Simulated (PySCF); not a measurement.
# Stationary points of H₂SN

Level of theory: PBE0 in PySCF with S def2-TZVP, N def2-TZVP, H def2-TZVP; no relativity; density-fitted integrals.

Relaxations began from a few typed shapes; open shells are unrestricted. The search is not exhaustive: other isomers or separated fragments can lie lower, and high-lying points may rest on an excited occupation.

**Question.** Order these stationary points by electronic energy, lowest first, in kJ/mol from the lowest minimum.
A. doublet C2v: S–H 1.356 Å (×2), S–N 1.531 Å; H–S–H 102.8°, H–S–N 128.6° (×2)
B. doublet Cs: S–H 1.381 Å (×2), S–N 1.539 Å; H–S–H 91.7°, H–S–N 114.4° (×2)

**Answer.** B (0.0), A (63.6).

**Question.** Which of them are minima?

**Answer.** By energy in kJ/mol, 0.0: minimum; 63.6: saddle point, 1 imaginary mode.
